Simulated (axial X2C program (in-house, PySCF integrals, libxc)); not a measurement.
# SSiS²⁺: bond lengths and stretches, held linear

An exercise on one series of results from a longer session: the logs are not shown, and one member is left open.

The runs use an in-house X2C program for linear molecules on PySCF integrals; all-electron X2C, two-component (2c) or spin-free, S dyall-av3z, Si dyall-v3z.

All values are calculated.

2 further runs of the same task are left out: 2 set aside as unsound or not needed.

The first run:

Input file task.json:

```json
{"zs": [16, 14, 16], "q": 2, "bas": ["dyall-av3z", "dyall-v3z", "dyall-av3z"], "r0": [2.01, 2.01], "symm": 1, "scan": ["PBE0", "HF", "BHandHLYP"], "levels": ["PBE0", "HF", "B3LYP"], "nst": 2}
```

Keys: zs atomic numbers; q charge; bas basis sets; r0 starting distance in Å; symm equal bonds; scan levels of the two-bond scan; levels methods; nst determinants followed.

The run is started by

```
$ python solin.py task.json out
```

Masses S 31.972, Si 27.977, S 31.972 u.

Among the steps run: Scan at PBE0, 2c; Scan at BHandHLYP, 2c; Scan at PBE0, spin-free.

One of the session's tables, all rows but one given; the rest of the session is left out.

```
               level  r(S–Si) (Å)  r(Si–S) (Å)  lower stretch (cm⁻¹)  upper stretch (cm⁻¹)
            PBE0, 2c        2.013        2.013                 431.0                 552.0
       BHandHLYP, 2c            ?            ?                     ?                     ?
     PBE0, spin-free        2.012        2.012                 431.1                 552.3
BHandHLYP, spin-free        2.001        2.001                 434.2                 502.4
```

Estimate the missing values for BHandHLYP, 2c.

The run gave: r(S–Si) (Å): 2.001; r(Si–S) (Å): 2.001; lower stretch (cm⁻¹): 434.1; upper stretch (cm⁻¹): 502.2.

Scans not shown above were run alike.

Limits of these values: A multiply charged ion may be only metastable. The molecule was held linear; bending was not examined, so a bent shape may lie lower.
